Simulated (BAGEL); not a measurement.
**doublet [SiO2]+: levels of theory compared**

Aim: a comparison of 5 runs (ROHF/6-31G*, UHF/6-31G*, ROHF/cc-pVTZ, UHF/cc-pVTZ, CASPT2(15,12)/6-31G*) of doublet [SiO2]+. 

The results are computed with BAGEL 1.2.2.

2 further runs of the same task are left out: 2 that didn't finish. Runs told in other sessions of the task aren't counted.

## (1) The structure to begin with

[SiO2]+ has 3 atoms, charge +1, and is taken as a doublet. As SMILES of the parent species, `O=[Si]=O`. The coordinates come from a PBE0-D4/def2-TZVP relaxation. That shape belongs to the parent species and isn't relaxed for this state.

Bond lengths: O1–Si2 1.506 Å, Si2–O3 1.506 Å. Angles: O1–Si2–O3 180.0°.

## (2) A single-point energy at ROHF/6-31G(d) (density fitting with cc-pvqz-jkfit, spherical functions) (run 1)

hf.json

```json
{ "bagel" : [

{
  "title" : "molecule",
  "basis" : "6-31gs.json",
  "df_basis" : "cc-pvqz-jkfit",
  "angstrom" : "true",
  "geometry" : [
    { "atom" : "O", "xyz" : [    0.697730,    1.229600,    0.518760 ] },
    { "atom" : "Si", "xyz" : [   -0.000010,    0.000000,    0.000000 ] },
    { "atom" : "O", "xyz" : [   -0.697730,   -1.229610,   -0.518760 ] }
  ]
},
{ "title" : "rohf", "charge" : 1, "nopen" : 1 },
{ "title" : "print", "file" : "orbitals.molden", "orbitals" : "true" }

]}
```

The basis set 6-31G* is read from a file made from the Basis Set Exchange's data (not shown).

The run is started by

```sh
$ BAGEL_NUM_THREADS=1 BAGEL hf.json > hf.out
```

The log of the run:

```text
* using 1 threads per process

  ===============================================================
  ===============================================================

  *** Geometry ***

  { "atom" : "O", "xyz" : [      1.318519,      2.323607,      0.980314 ] },
  { "atom" : "Si", "xyz" : [     -0.000019,      0.000000,      0.000000 ] },
  { "atom" : "O", "xyz" : [     -1.318519,     -2.323626,     -0.980314 ] },

  Number of auxiliary basis functions:      360

  Since a DF basis is specified, we compute 2- and 3-index integrals:
    o Being stored without compression. Storage requirement is 0.006 GB

  Number of basis functions:       46
  Number of electrons      :       30

    * METHOD: MOLECULE                             0.08

  *** Open-shell HF ***

  === Nuclear Repulsion ===
    89.9564389481

      * DIIS with orbital gradients will be used.

  === ROHF iteration (6-31gs.json) ===
      0       -437.93637646          0.07018522           0.03
      1       -438.04714612          0.05568118           0.03
      2       -438.08427122          0.04185989           0.03
      3       -438.16027582          0.00168576           0.03
      4       -438.15792951          0.00063117           0.03
      5       -438.15792851          0.00021651           0.03
[... 13 lines of this table left out ...]
     19       -438.15782922          0.00000001           0.03
     20       -438.15782922          0.00000001           0.03
    * SCF iteration converged.

    * S^2 (ROHF) is 0.7500

    * Permanent dipole moment:
           (    0.000027,    -0.000012,     0.000000) a.u.

    * METHOD: ROHF                                 0.67

    * METHOD: PRINT                                0.00

  ===============================================================
```

Run time: 0.92 s. Hardware: 1 thread of Arm Neoverse V2, shared host; peak memory 0.083 GiB.

## (3) The energy at UHF/6-31G(d) (density fitting with cc-pvqz-jkfit, spherical functions) (run 2)

calc.json

```json
{ "bagel" : [

{
  "title" : "molecule",
  "basis" : "6-31gs.json",
  "df_basis" : "cc-pvqz-jkfit",
  "angstrom" : "true",
  "geometry" : [
    { "atom" : "O", "xyz" : [       0.697730,       1.229600,       0.518760 ] },
    { "atom" : "Si", "xyz" : [      -0.000010,       0.000000,       0.000000 ] },
    { "atom" : "O", "xyz" : [      -0.697730,      -1.229610,      -0.518760 ] }
  ]
},

{ "title" : "uhf", "charge" : 1, "nopen" : 1 },

{ "title" : "print", "file" : "orbitals.molden", "orbitals" : "true" }

]}
```

The basis set 6-31G* is read from a file made from the Basis Set Exchange's data (not shown).

The run is started by

```sh
$ BAGEL_NUM_THREADS=1 BAGEL calc.json > calc.out
```

The log of the run:

```text
* using 1 threads per process

  ===============================================================
  ===============================================================

  *** Geometry ***

  { "atom" : "O", "xyz" : [      1.318519,      2.323607,      0.980314 ] },
  { "atom" : "Si", "xyz" : [     -0.000019,      0.000000,      0.000000 ] },
  { "atom" : "O", "xyz" : [     -1.318519,     -2.323626,     -0.980314 ] },

  Number of auxiliary basis functions:      360

  Since a DF basis is specified, we compute 2- and 3-index integrals:
    o Being stored without compression. Storage requirement is 0.006 GB

  Number of basis functions:       46
  Number of electrons      :       30

    * METHOD: MOLECULE                             0.08

  *** Open-shell HF ***

  === Nuclear Repulsion ===
    89.9564389481

      * DIIS with orbital gradients will be used.

  === UHF iteration (6-31gs.json) ===
      0       -437.93637646          0.07018522           0.03
      1       -438.06249758          0.05540287           0.03
      2       -438.12714951          0.03983880           0.03
      3       -438.19552341          0.00227976           0.03
      4       -438.20021276          0.00119943           0.03
      5       -438.20248470          0.00055345           0.03
[... 17 lines of this table left out ...]
     23       -438.20332617          0.00000001           0.03
     24       -438.20332617          0.00000001           0.03
    * SCF iteration converged.

    * S^2 (UHF) is 1.0875

    * Permanent dipole moment:
           (    0.000206,    -0.000155,    -0.000018) a.u.

    * METHOD: UHF                                  0.80

    * METHOD: PRINT                                0.00

  ===============================================================
```

It took 1.1 s on 1 thread of Arm Neoverse V2, shared host; peak memory 0.083 GiB.

## (4) The energy at ROHF/cc-pVTZ (density fitting with cc-pvqz-jkfit) (run 3)

input.json

```json
{ "bagel" : [

{
  "title" : "molecule",
  "basis" : "cc-pvtz.json",
  "df_basis" : "cc-pvqz-jkfit",
  "angstrom" : true,
  "geometry" : [
    { "atom" : "O", "xyz" : [       0.697730,       1.229600,       0.518760 ] },
    { "atom" : "Si", "xyz" : [      -0.000010,       0.000000,       0.000000 ] },
    { "atom" : "O", "xyz" : [      -0.697730,      -1.229610,      -0.518760 ] }
  ]
},

{ "title" : "rohf", "charge" : 1, "nopen" : 1 },

{ "title" : "print", "file" : "orbitals.molden", "orbitals" : true }

]}
```

The basis set cc-pVTZ is read from a file made from the Basis Set Exchange's data (not shown).

The run is started by

```sh
$ BAGEL_NUM_THREADS=1 BAGEL input.json > input.out
```

The log of the run:

```text
* using 1 threads per process

  ===============================================================
  ===============================================================

  *** Geometry ***

  { "atom" : "O", "xyz" : [      1.318519,      2.323607,      0.980314 ] },
  { "atom" : "Si", "xyz" : [     -0.000019,      0.000000,      0.000000 ] },
  { "atom" : "O", "xyz" : [     -1.318519,     -2.323626,     -0.980314 ] },

  Number of auxiliary basis functions:      360

  Since a DF basis is specified, we compute 2- and 3-index integrals:
    o Being stored without compression. Storage requirement is 0.025 GB

  Number of basis functions:       94
  Number of electrons      :       30

    * METHOD: MOLECULE                             0.12

  *** Open-shell HF ***

  === Nuclear Repulsion ===
    89.9564389481

      * DIIS with orbital gradients will be used.

  === ROHF iteration (cc-pvtz.json) ===
      0       -438.05084883          0.04422791           0.08
      1       -438.14668942          0.03584654           0.07
      2       -438.18221229          0.02621671           0.08
      3       -438.26060672          0.00128247           0.08
      4       -438.25830330          0.00048602           0.08
      5       -438.25834855          0.00015882           0.08
[... 11 lines of this table left out ...]
     17       -438.25825212          0.00000001           0.08
     18       -438.25825212          0.00000001           0.08
    * SCF iteration converged.

    * S^2 (ROHF) is 0.7500

    * Permanent dipole moment:
           (    0.000026,    -0.000013,     0.000000) a.u.

    * METHOD: ROHF                                 1.56

    * METHOD: PRINT                                0.01

  ===============================================================
```

It took 1.9 s on 1 thread of Arm Neoverse V2, shared host; peak memory 0.088 GiB.

Run 4 isn't shown in full; the table further down has it.

## (5) A single-point energy at CASPT2(15,12)/6-31G(d) (density fitting with cc-pvqz-jkfit, spherical functions) (run 5)

job.json

```json
{ "bagel" : [

{
  "title" : "molecule",
  "basis" : "6-31gs.json",
  "df_basis" : "cc-pvqz-jkfit",
  "angstrom" : true,
  "geometry" : [
    { "atom" : "O", "xyz" : [       0.697730,       1.229600,       0.518760 ] },
    { "atom" : "Si", "xyz" : [      -0.000010,       0.000000,       0.000000 ] },
    { "atom" : "O", "xyz" : [      -0.697730,      -1.229610,      -0.518760 ] }
  ]
},

{
  "title" : "hf",
  "charge" : 2
},

{
  "title" : "casscf",
  "nstate" : 1,
  "nact" : 12,
  "nclosed" : 7,
  "charge" : 1,
  "nspin" : 1,
  "maxiter" : 200,
  "natocc" : true
},

{
  "title" : "print",
  "file" : "orbitals.molden",
  "orbitals" : true
},

{
  "title" : "smith",
  "method" : "caspt2",
  "ms" : true,
  "xms" : true,
  "sssr" : true,
  "shift" : 0.0,
  "ncore" : 7
}

]}
```

The basis set 6-31G* is read from a file made from the Basis Set Exchange's data (not shown).

The run is started by

```sh
$ BAGEL_NUM_THREADS=1 BAGEL job.json > job.out
```

The log of the run:

```text
* using 1 threads per process

  ===============================================================
  ===============================================================

  *** Geometry ***

  { "atom" : "O", "xyz" : [      1.318519,      2.323607,      0.980314 ] },
  { "atom" : "Si", "xyz" : [     -0.000019,      0.000000,      0.000000 ] },
  { "atom" : "O", "xyz" : [     -1.318519,     -2.323626,     -0.980314 ] },

  Number of auxiliary basis functions:      360

[... 21 lines left out ...]
    * SCF iteration converged.
[... 1 line left out ...]
    * Permanent dipole moment:
[... 22 lines left out ...]
    * Second-order optimization converged. *
[... 19 lines left out ...]
     * ci vector, state   0, <S^2> = 0.7500
[... 26 lines left out ...]
    * Third and Fock-weighted fourth order RDM ( 1, 1) evaluation
[... 2 lines left out ...]
    * Zeroth order energy : state  0      -15.8270190868

    * CASPT2 iteration is performed using redundant basis

      ---- iteration ----

        0    -0.24714424     0.01054053      0.93
        1    -0.24925268     0.00128378      1.00
        2    -0.24930710     0.00018230      0.99
        3    -0.24930827     0.00002659      1.01
        4    -0.24930830     0.00000380      1.02
        5    -0.24930830     0.00000053      1.02

      -------------------

    * CASPT2 energy : state  0     -438.6105284885
        reference weight              0.9341901919

    * METHOD: SMITH                              205.39

  ===============================================================
```

Run time: 26 min. Hardware: 1 thread of Arm Neoverse V2, shared host; peak memory 14 GiB.

## (6) All runs side by side

| run | level | iteration cap | active rule | energy (Eh) | ⟨S²⟩ | wall time |
| --- | --- | --- | --- | --- | --- | --- |
| 1 | ROHF/6-31G* (density fitting with cc-pvqz-jkfit, spherical functions) | – | – | -438.157829 | 0.750 | 0.92 s |
| 2 | UHF/6-31G* (density fitting with cc-pvqz-jkfit, spherical functions) | – | – | -438.203326 | 1.087 | 1.1 s |
| 3 | ROHF/cc-pVTZ (density fitting with cc-pvqz-jkfit) | – | – | -438.258252 | 0.750 | 1.9 s |
| 4 | UHF/cc-pVTZ (density fitting with cc-pvqz-jkfit) | – | – | -438.303586 | 1.087 | 3.3 s |
| 5 | CASPT2(15,12)/6-31G* (density fitting with cc-pvqz-jkfit, spherical functions) | 200 | valence | -438.610528 | – | 26 min |

## (7) Results

```
           quantity          value
run 5: total energy  -438.61053 Eh
```

Spin contamination of the reference: run 2 ⟨S²⟩ = 1.09, run 4 ⟨S²⟩ = 1.09. All runs together took 26 min, the longest 26 min.
